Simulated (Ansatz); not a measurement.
`[BH2][AlH][CH3]` + H₂O → `[CH3][AlH][OH]` + BH₃ at 500 K and 1 bar (formal hydrolysis of the Al–B bond).

Program: Ansatz. Geometries: PBE0-D4/def2-TZVP. ΔE: electronic, gas phase. CCSD(T)/CBS is the MP2 limit (def2-TZVPP, def2-QZVPP) plus CCSD(T) − MP2 in def2-TZVPP, frozen cores. This one scheme is used for every species. Each species was taken in one conformer, which may not be the lowest.

```csv
species,CCSD(T)/CBS energy (Eh),H − E (kJ/mol),S (J/(mol·K))
`[BH2][AlH][CH3]`,-308.41798,201.4,377.9
H₂O,-76.37941,73.2,206.3
`[CH3][AlH][OH]`,-358.31021,183.4,355.5
BH₃,-26.55200,86.8,208.8
```

H − E and S are ideal-gas, rigid-rotor, harmonic terms from PBE0-D4/def2-TZVP, for one conformer and one mirror image of each species. 1 Eh = 2625.50 kJ/mol, R = 8.31446 J/(mol·K).

Question: By hand: ΔE, ΔH, ΔS and ΔG.

Answer: ΔE = (-358.31021) + (-26.55200) − (-308.41798) − (-76.37941) = -0.06482 Eh = -170.2 kJ/mol. Δ(H − E) = 183.4 + 86.8 − 201.4 − 73.2 = -4.4, so ΔH = -174.6 kJ/mol. ΔS = 355.5 + 208.8 − 377.9 − 206.3 = -19.9 J/(mol·K). ΔG = -174.6 − 500 × (-19.9)/1000 = -164.7 kJ/mol.

Question: By hand: the equilibrium constant, and the temperature at which ΔG would vanish if ΔH and ΔS stayed fixed.

Answer: log₁₀ K = −ΔG/(RT ln 10) = 17.2. ΔG = 0 at ΔH/ΔS = 8774 K, far beyond where these terms or the molecules hold.

ΔH outweighs TΔS. A doubt of 5 kJ/mol in ΔE shifts log₁₀ K by 0.5 here. Other conformers and mirror images would add mixing entropy, several J/(mol·K) or more a flexible species. Modes under 60 cm⁻¹, often nearly free rotors, make the harmonic entropy too high. These are equilibria of isolated gas molecules and say nothing of rates. Largest T1 diagnostic: 0.011 (customary marks: 0.02 for closed shells, 0.045 for open ones).
